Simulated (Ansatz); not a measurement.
Reaction (homolysis of the O–Si bond): `O[SiH3]` → `[OH]`• + `[SiH3]`•

Calculated with Ansatz (gas phase, PBE0-D4/def2-TZVP geometries, no zero-point term in ΔE). CCSD(T)/CBS adds triple-zeta CCSD(T) − MP2 to the extrapolated MP2 energy (def2 sets, frozen cores). This one scheme is used for every species. Functionals use def2-TZVPP. HSE06 is defined as in plane-wave codes. No spin–orbit coupling; open shells (•) take unrestricted orbitals.

(1) What is ΔE at CCSD(T)/CBS? (Best estimate.)

(2) What do these levels give: PBE-D4, B2PLYP, PBE, revPBE, HSE06, HF/def2-SVP, HF/def2-TZVPP, HF/cc-pV(D+d)Z, MP2/cc-pV(D+d)Z, CCSD(T)/cc-pV(D+d)Z, HF/cc-pV(Q+d)Z, CCSD/cc-pV(Q+d)Z? (Best estimate.)

Largest T1 diagnostic among the species: 0.015.

Answers

(1) Computed: +5.57 eV.

(2) The calculation gave: PBE-D4 5.36, B2PLYP 5.41, PBE 5.33, revPBE 5.06, HSE06 5.26, HF/def2-SVP 3.90, HF/def2-TZVPP 4.07, HF/cc-pV(D+d)Z 3.80, MP2/cc-pV(D+d)Z 5.24, CCSD(T)/cc-pV(D+d)Z 4.94, HF/cc-pV(Q+d)Z 4.09, CCSD/cc-pV(Q+d)Z 5.40 eV.

From r2SCAN to r2SCAN0 (25 % exact exchange), in def2-TZVPP and without D4, ΔE moves by −0.08 eV: exact exchange takes away binding that semilocal exchange gives to molecules. At CCSD(T), def2-SVP lies −0.54 eV from the extrapolated value and def2-TZVPP −0.18 eV: correlation converges slowly with the basis, and small sets miss more of it in the bonded molecule than in its fragments. In def2-TZVPP, CCSD(T) changes the Hartree–Fock value by +1.32 eV (the triples alone add +0.09 eV) and MP2 by +1.65 eV; breaking electron pairs costs correlation energy, which Hartree–Fock lacks.
